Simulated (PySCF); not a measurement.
Functional benchmark on one molecule

Molecule: SMILES CCCC(=O)Cl, C4H7ClO.

Bonds (- single, = double, # triple, : aromatic): C1-C2 1.520 Å, C2-C3 1.520 Å, C3-C4 1.499 Å, C4=O5 1.182 Å, C4-Cl6 1.798 Å. C1 carries H7, H8, H9; C2 carries H10, H11; C3 carries H12, H13.

Geometry PBE0-D3(BJ)/def2-SVP throughout; GIAO in PySCF 2.14, gas phase, one conformer, non-relativistic; equivalent atoms averaged; basis pcSseg-1.

Reference values (measured; solution, not stated per compound (mostly CDCl3 or CCl4); Pretsch, Buehlmann, Badertscher, Structure Determination of Organic Compounds, 4th ed. (2009)): δ(C3) = 48.9 ppm, δ(C2) = 18.8 ppm, δ(C1) = 13.0 ppm, δ(H12/H13) = 2.87 ppm, δ(H10/H11) = 1.74 ppm, δ(H7/H8/H9) = 1.00 ppm. Computed shifts are taken against TMS, calculated as an isolated molecule at each level.

How do the functionals HF, LDA, PBE, BLYP, BP86, OPBE perform against the reference? Times are CPU seconds on 1 thread of an Arm Neoverse V1, shared host.

Answers


```
functional          kind    C3    C2    C1  H12/H13  H10/H11  H7/H8/H9  mean abs. error C  mean abs. error H  core-s
        HF  Hartree–Fock  46.1  17.5  14.2     2.28     1.42      0.99                1.8               0.31     5.9
       LDA           LDA  56.0  20.8  13.1     2.78     1.48      0.89                3.1               0.15      17
       PBE           GGA  53.8  22.4  14.9     2.70     1.48      0.92                3.5               0.17      20
      BLYP           GGA  54.8  23.8  15.7     2.69     1.49      0.95                4.5               0.16      20
      BP86           GGA  53.8  22.3  14.9     2.70     1.48      0.92                3.4               0.17      19
      OPBE           GGA  50.2  21.8  15.0     2.69     1.51      0.91                2.1               0.17      20
```

For ¹³C the closest is HF (1.8 ppm) and the furthest BLYP (4.5 ppm).

For ¹H the closest is LDA (0.15 ppm, with BLYP, OPBE, PBE, BP86 practically level) and the furthest HF (0.31 ppm). One molecule is a small sample, and vibrational and solvent effects are absent from the calculation.
